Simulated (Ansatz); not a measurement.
`O[SiH2][S]`• → 3 H• + O• + S• + Si•  (atomization)

Isolated molecules relaxed with PBE0-D4/def2-TZVP in Ansatz; ΔE leaves out vibrations. CCSD(T)/CBS adds triple-zeta CCSD(T) − MP2 to the extrapolated MP2 energy (def2 sets, frozen cores). This one scheme is used for every species, atoms too. DFT in def2-TZVPP. No spin–orbit coupling; open shells (•) take unrestricted orbitals. Spin–orbit coupling would lower the free atoms: a little for O, S, Si. One conformer a species, not always the lowest.

`O[SiH2][S]`•:

```xyz
6

O    -1.305    0.328   -0.048
Si    0.217   -0.223    0.212
S     1.773    1.127   -0.261
H    -1.494    0.737   -0.895
H     0.557   -1.388   -0.655
H     0.252   -0.580    1.647
```

Question: What is ΔE at CCSD(T)/CBS? (An estimate is asked.)

Answer: Computed: +1906.5 kJ/mol.

Question: What do these levels give: r2SCANh-D4, ωB97M-V, CAM-B3LYP, CCSD(T)/def2-SVP, MP2/def2-TZVPP, SCS-MP2/def2-QZVPP? (Best estimate.)

Answer: The calculation gave: r2SCANh-D4 1896.2, ωB97M-V 1909.7, CAM-B3LYP 1893.8, CCSD(T)/def2-SVP 1720.8, MP2/def2-TZVPP 1869.4, SCS-MP2/def2-QZVPP 1910.9 kJ/mol.

Largest T1 diagnostic among the species: 0.014.

At CCSD(T), def2-SVP lies −185.8 kJ/mol from the extrapolated value and def2-TZVPP −64.4 kJ/mol: correlation converges slowly with the basis, and small sets miss more of it in the bonded molecule than in its fragments. From PBE to PBE0 (25 % exact exchange), in def2-TZVPP and without D4, ΔE moves by −32.8 kJ/mol: exact exchange takes away binding that semilocal exchange gives to molecules.

For atomizations the MP2-based limit and the directly extrapolated one differ by several kJ/mol either way, and by 10 to 25 for some Ge, Se and Sn compounds, so smaller differences from it don't rank the levels.
